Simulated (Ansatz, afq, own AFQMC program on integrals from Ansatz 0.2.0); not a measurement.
MgHSe, doublet: AFQMC among the cluster methods

```yaml
atoms:
  - { symbol: Se, position_ang: [0.0000, 0.0000, 2.0549] }
  - { symbol: Mg, position_ang: [0.0000, 0.0000, -0.1801] }
  - { symbol: H, position_ang: [0.0000, 0.0000, -1.8747] }
```

Connectivity, by distances: Se–MgH.

Basis cc-pVDZ. Only valence electrons are correlated. AFQMC by an in-house program on the Cholesky factors that Ansatz 0.2.0 writes for its CCSD(T) run. ph-AFQMC/CISD is guided by a CISD state made of CCSD amplitudes; releasing the constraint for a short imaginary time cuts its bias at the price of noise, slowly where states lie close. Free AFQMC starts from the CCSD state and is never constrained. Its projection time is finite, and what remains of the start isn't in its error. Error bars are statistical, one sigma. No spin–orbit coupling.

Determinant: UHF, the one that the program's search chose, which needn't be the lowest solution. The geometry is a point of a scan.

No full CI on the walks' own integrals is used here; CCSDT(Q) serves as the reference and is uncertain by about the last step of the cluster series.

Cautions: no relativity below Rb; no spin-orbit coupling; inner d shell frozen.

```
T1 diagnostic                               : 0.0115
weight of the determinant in the CISD state : 0.913
⟨S²⟩ of the determinant                     : 0.757
size of the correlated space                : 9 electrons in 31 orbitals
```

```tsv
level	correlation energy (eV)
MP2	-3.3044
CCSD	-3.9514
CCSD(T)	-4.0207
```

Estimate where phaseless AFQMC with a CISD trial lies against CCSD(T) on the same integrals.

0.81 ± 0.30 mEh below CCSD(T).

Reference: CCSDT(Q), correlation energy -4.040 eV. The released energy is read at 2.40 1/Eh (meV from the phaseless value at times in 1/Eh: -1 ± 8 at 0.24, -5 ± 6 at 0.51, -5 ± 6 at 0.99, 6 ± 7 at 1.62, -3 ± 8 at 2.40).

| level | E − E(reference) (mEh) | share of correlation (%) |
| --- | --- | --- |
| CCSD(T) | 0.70 | 99.53 |
| CCSDT | 0.21 | 99.86 |
| ph-AFQMC/HF | 2.75 ± 1.05 | 98.15 |
| ph-AFQMC/CISD | -0.11 ± 0.30 | 100.07 |
| released AFQMC | -0.23 ± 0.29 | 100.15 |
| free AFQMC | -0.01 ± 0.33 | 100.01 |

Free projections are given only where their last times agree within the noise and don't stop above the reference; a slow remainder of the start can still hide under it. A walk keeps the symmetry of its determinant, which the program's search chose and which needn't be the lowest solution, so a lower state of the same spin and another symmetry isn't excluded. Released energies are given only where the last usable release times agree within the noise; a slower fall can still hide under it.
